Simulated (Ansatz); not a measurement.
SiH₂O, singlet: from triple and quadruple zeta to the limit

```csv
atom,x (Å),y (Å),z (Å)
Si,0.0000,-0.1186,0.6062
O,0.0000,0.1621,-1.0273
H,0.0000,1.3666,0.9807
H,0.0000,-0.6354,-1.5633
```

Connectivity, by distances: SiH–OH.

Ansatz 0.2.0, RHF determinant, valence electrons correlated. Energies in eV.

| set | X | functions | Hartree–Fock | MP2 correlation | CCSD(T) correlation | time |
| --- | --- | --- | --- | --- | --- | --- |
| def2-TZVPP | 3 | 101 | -9932.0004 | -9.4651 | -10.3726 | 9.5 s on 1 × NVIDIA H100 80GB HBM3 with 1 thread of AMD EPYC 7R13 Processor (Zen 3) (shared host) |
| def2-QZVPP | 4 | 187 | -9932.3491 | -10.2197 | -11.0572 | 11 s on 1 × NVIDIA H100 80GB HBM3 with 1 thread of AMD EPYC 7R13 Processor (Zen 3), with other jobs on the host |

Hartree–Fock is taken to follow E(X) = E∞ + A·exp(−7.88·√X), correlation E(X) = E∞ + B·X^−2.97.

Cautions: restricted determinant unstable towards unrestricted.

**Question.** Work out the CCSD(T) energy at the limit, and how far the shortcut misses it that extrapolates MP2 and adds CCSD(T) minus MP2 from the smaller set.

**Answer.** Hartree–Fock: E∞ = E4 + 0.1377·(E4 − E3) = -9932.3972. Correlation: E∞ = E4 + 0.7407·(E4 − E3) = -11.5643 for CCSD(T) and -10.7786 for MP2. The limit is -9943.9615 eV, 0.555 eV below def2-QZVPP. The shortcut gives a correlation energy of -10.7786 + (-0.9075) = -11.6861, 122 meV lower than the direct value.

Past Ne part of the Hartree–Fock step between the two sets comes from the cores, which don't follow the formula, so the 48 meV that it adds to the total can overshoot; that part largely cancels in differences.
